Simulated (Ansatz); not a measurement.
Process, species as SMILES: [CH2]C#N → 2 C atom + 2 H atom + N atom
B3LYP-D3(BJ)/def2-TZVP geometries, fixed; electronic energies without zero-point terms.

Basis-set convergence of the atomisation energy at PBE with Ansatz (a first-principles code). Cartesian d functions, on some or all atoms, in 6-31G*, 6-31+G*; all else is spherical. The program fits the integrals of some runs and decomposes those of others, by size. Open shells are unrestricted. No added dispersion term, no relativity. Functions are those of the species that has most. Reference: the value in aug-pcseg-3, 537.57 kcal/mol, itself unsure by roughly 0.26 kcal/mol (its mean distance from aug-cc-pVQZ, cc-pV5Z, def2-QZVPPD). Deviations are taken from unrounded values.

```json
[
 {"basis": "6-31G*", "functions": "49", "atomisation energy (kcal/mol)": "535.21"},
 {"basis": "6-31+G*", "functions": "61", "atomisation energy (kcal/mol)": "530.14"},
 {"basis": "cc-pVDZ", "functions": "52", "atomisation energy (kcal/mol)": "529.22"},
 {"basis": "aug-cc-pVDZ", "functions": "87", "atomisation energy (kcal/mol)": "527.67"},
 {"basis": "def2-SVP", "functions": "52", "atomisation energy (kcal/mol)": "540.63"},
 {"basis": "def2-SVPD", "functions": "76", "atomisation energy (kcal/mol)": "543.41"},
 {"basis": "pcseg-1", "functions": "52", "atomisation energy (kcal/mol)": "530.22"},
 {"basis": "aug-pcseg-1", "functions": "87", "atomisation energy (kcal/mol)": "531.28"},
 {"basis": "6-311G**", "functions": "66", "atomisation energy (kcal/mol)": "535.01"},
 {"basis": "6-311+G**", "functions": "78", "atomisation energy (kcal/mol)": "533.16"},
 {"basis": "def2-TZVP", "functions": "105", "atomisation energy (kcal/mol)": "537.00"},
 {"basis": "def2-TZVPD", "functions": "129", "atomisation energy (kcal/mol)": "537.14"},
 {"basis": "cc-pVTZ", "functions": "118", "atomisation energy (kcal/mol)": "537.33"},
 {"basis": "aug-cc-pVTZ", "functions": "184", "atomisation energy (kcal/mol)": "536.49"},
 {"basis": "pcseg-2", "functions": "118", "atomisation energy (kcal/mol)": "537.39"},
 {"basis": "aug-pcseg-2", "functions": "184", "atomisation energy (kcal/mol)": "537.41"},
 {"basis": "def2-TZVPP", "functions": "121", "atomisation energy (kcal/mol)": "537.44"},
 {"basis": "def2-TZVPPD", "functions": "145", "atomisation energy (kcal/mol)": "537.54"},
 {"basis": "cc-pVQZ", "functions": "225", "atomisation energy (kcal/mol)": "538.33"},
 {"basis": "aug-cc-pVQZ", "functions": "332", "atomisation energy (kcal/mol)": "537.82"},
 {"basis": "def2-QZVPP", "functions": "231", "atomisation energy (kcal/mol)": "537.28"},
 {"basis": "def2-QZVPPD", "functions": "255", "atomisation energy (kcal/mol)": "537.26"},
 {"basis": "pcseg-3", "functions": "246", "atomisation energy (kcal/mol)": "537.56"},
 {"basis": "aug-pcseg-3", "functions": "353", "atomisation energy (kcal/mol)": "537.57"}
]
```

What the diffuse functions change, pair by pair:
- 6-31G* to 6-31+G*: 12 more functions, deviation -2.36 to -7.43 kcal/mol
- cc-pVDZ to aug-cc-pVDZ: 35 more functions, deviation -8.35 to -9.90 kcal/mol
- def2-SVP to def2-SVPD: 24 more functions, deviation 3.06 to 5.84 kcal/mol
- pcseg-1 to aug-pcseg-1: 35 more functions, deviation -7.35 to -6.29 kcal/mol
- 6-311G** to 6-311+G**: 12 more functions, deviation -2.56 to -4.41 kcal/mol
- def2-TZVP to def2-TZVPD: 24 more functions, deviation -0.57 to -0.43 kcal/mol
- cc-pVTZ to aug-cc-pVTZ: 66 more functions, deviation -0.24 to -1.08 kcal/mol
- pcseg-2 to aug-pcseg-2: 66 more functions, deviation -0.18 to -0.16 kcal/mol
- def2-TZVPP to def2-TZVPPD: 24 more functions, deviation -0.13 to -0.03 kcal/mol
- cc-pVQZ to aug-cc-pVQZ: 107 more functions, deviation 0.76 to 0.25 kcal/mol
- def2-QZVPP to def2-QZVPPD: 24 more functions, deviation -0.30 to -0.31 kcal/mol
- pcseg-3 to aug-pcseg-3: 107 more functions, deviation -0.01 to 0.00 kcal/mol

Leaving out the reference's own pair, they bring the value nearer the reference by more than 0.26 kcal/mol in 2 of 11 pairs.
